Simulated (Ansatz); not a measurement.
**C3H5 radical (built from SMILES C#C.[CH3]): search for a transition state**

Is there a first-order saddle for this radical addition, which should form C1–C3, and which two structures does it connect?

Program: Ansatz 0.2.0, Gaussian basis. Level of theory: PBE0-D4, def2-SVP first, then def2-TZVP. These are calculated values, not measurements.

92 further runs of the same task are left out: 2 that didn't finish, 90 set aside as unsound or not needed.

**1. Starting geometry**

The guess: 8 atoms, charge 0, spin multiplicity 2.

Atoms are counted from 1 here; the program's logs count them from 0.

Bond lengths: C1–C2 1.214 Å, C1–H4 1.055 Å, C2–H5 1.053 Å, C3–H6 1.072 Å, C3–H7 1.070 Å, C3–H8 1.072 Å. Angles: C2–C1–H4 152.3°, C1–C2–H5 164.1°, H6–C3–H7 117.1°, H6–C3–H8 117.3°, H7–C3–H8 116.9°.

Geometry (Å):

```
C    -1.02550   -0.25000    0.18250
C    -1.57210    0.45810   -0.63890
C     1.21380   -0.10060    0.22550
H    -1.04150   -0.96700    0.95670
H    -1.77030    1.14140   -1.41530
H     1.36880   -0.06400    1.28550
H     1.38170    0.80280   -0.32270
H     1.44500   -1.02070   -0.27310
```

Distances that are to change: C1–C3 2.24 Å.

**2. Constrained relaxation of the guess**

hold/in.yaml reads:

```yaml
crystal:
  periodic: [false, false, false]
  atoms:
    - {symbol: C, position_ang: [-1.025500, -0.250000, 0.182500]}
    - {symbol: C, position_ang: [-1.572100, 0.458100, -0.638900]}
    - {symbol: C, position_ang: [1.213800, -0.100600, 0.225500]}
    - {symbol: H, position_ang: [-1.041500, -0.967000, 0.956700]}
    - {symbol: H, position_ang: [-1.770300, 1.141400, -1.415300]}
    - {symbol: H, position_ang: [1.368800, -0.064000, 1.285500]}
    - {symbol: H, position_ang: [1.381700, 0.802800, -0.322700]}
    - {symbol: H, position_ang: [1.445000, -1.020700, -0.273100]}
basis:
  gaussian: {orbitals: def2-SVP}
magnetization: {spin_polarized: true, initial_magnetization: 1}
hamiltonian: {xc: pbe0, dispersion: d4}
relax: {f_tol: 0.08, max_steps: 120, escape_saddle: false, constraints: [{distance: [0, 2]}]}
```

Run with:

```bash
ansatz run in.yaml --threads 2 --pin off --events-out ev --progress --plain --max-ram 4352MiB
```

After this run come: A starting Hessian; Saddle search in the small basis; Saddle search in triple zeta; Checking the order of the point; Relaxing after a step of 0.30 Å one way along the mode; Relaxing after a step of 0.30 Å the other way along the mode.

Before running it: what results should come out? Wanted: imaginary mode; barrier from the start side; barrier from the end side; energy of the step; pairs that change; zero-point energy at the saddle.

The runs gave:

```
                       quantity          value
                 imaginary mode      461i cm⁻¹
    barrier from the start side    26.4 kJ/mol
      barrier from the end side   175.4 kJ/mol
             energy of the step  -149.0 kJ/mol
              pairs that change   C1–C3 formed
zero-point energy at the saddle       1.615 eV
```

In words: The point has a single imaginary mode (461i cm⁻¹), as a transition state must. It joins the planned start and end. At PBE0-D4/def2-TZVP the electronic barrier is 26.4 kJ/mol, about 11 kT at 298 K, and the step runs 149.0 kJ/mol downhill. Lower complexes than these ends may exist.
